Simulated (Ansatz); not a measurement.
Two members of one family (Series SiH3X), computed with Ansatz in the gas phase. The two geometries come from different levels. A negative affinity means that the extra electron isn't bound at that geometry and level; within about 0.2 eV of zero the sign isn't settled. Binding counts from free atoms in the multiplicity of their measured ground term, without zero-point energy. A dash marks a value that wasn't run or was left out as unsound. The structures are stationary points that may keep the symmetry of their start. Remarks come from the PBE and PBE0 runs and from stability tests at other levels; not every state was tested. A HOMO above zero means that the electron is unbound at that level and held by the basis, or that self-interaction error raises the level; the energy of removing that electron tells which. HOMO above LUMO (over both spins in singlets and doublets, within one spin in higher multiplets; at PBE or PBE0), or a gap under 0.15 eV within one spin, warns that the state may not be the lowest or that an electron is smeared out.

First: Si(OH)H3 (singlet, charge 0, r2SCAN-D4/def2-TZVP geometry).

```xyz
6

Si    0.1168    0.1561   -0.3439
O    -0.1750   -0.0057    1.2712
H    -0.5825   -0.8222    1.5704
H    -1.1379    0.0869   -1.1412
H     1.0356   -0.9010   -0.8472
H     0.7430    1.4859   -0.5094
```

| level | HOMO (eV) | LUMO (eV) | gap (eV) | vertical EA (eV) | binding per atom (eV) |
| --- | --- | --- | --- | --- | --- |
| PBE-D4/def2-SVP | -6.93 | -0.25 | 6.68 | – | 3.25 |
| PBE-D4/def2-TZVP | -7.21 | -0.84 | 6.37 | – | 3.29 |
| r2SCAN-D4/def2-TZVP | -7.58 | -0.29 | 7.29 | – | 3.31 |
| r2SCAN-D4/def2-TZVPD | -7.62 | -0.52 | 7.10 | -0.90 | 3.31 |
| PBE0-D4/def2-TZVPD | -8.77 | -0.33 | 8.45 | -0.88 | 3.26 |

Remarks: HOMO above zero (-1 doublet).

Second: Si(CN)H3 (singlet, charge 0, PBE0-D4/def2-TZVP geometry).

Cartesian coordinates in Å:
```
Si -0.356 -0.410 -0.220
C 0.765 0.885 0.476
N 1.468 1.689 0.906
H 0.172 -0.788 -1.548
H -1.707 0.182 -0.326
H -0.343 -1.558 0.712
```

Problem. Estimate how these quantities change from the first to the second (second minus first).

Solution. 
```
               level  Δ HOMO (eV)  Δ LUMO (eV)  Δ gap (eV)  Δ vertical EA (eV)  Δ binding per atom (eV)
     PBE-D4/def2-SVP        -1.45        -1.10        0.35                   –                     0.66
    PBE-D4/def2-TZVP        -1.32        -0.77        0.55                   –                     0.62
 r2SCAN-D4/def2-TZVP        -1.25        -1.10        0.15                   –                     0.50
r2SCAN-D4/def2-TZVPD        -1.22        -0.91        0.31               -0.02                     0.50
  PBE0-D4/def2-TZVPD        -1.10        -0.35        0.75               -0.05                     0.55
```

Remarks: HOMO above zero (-1 doublet), gap within one spin near zero at PBE or PBE0 (-1 doublet).
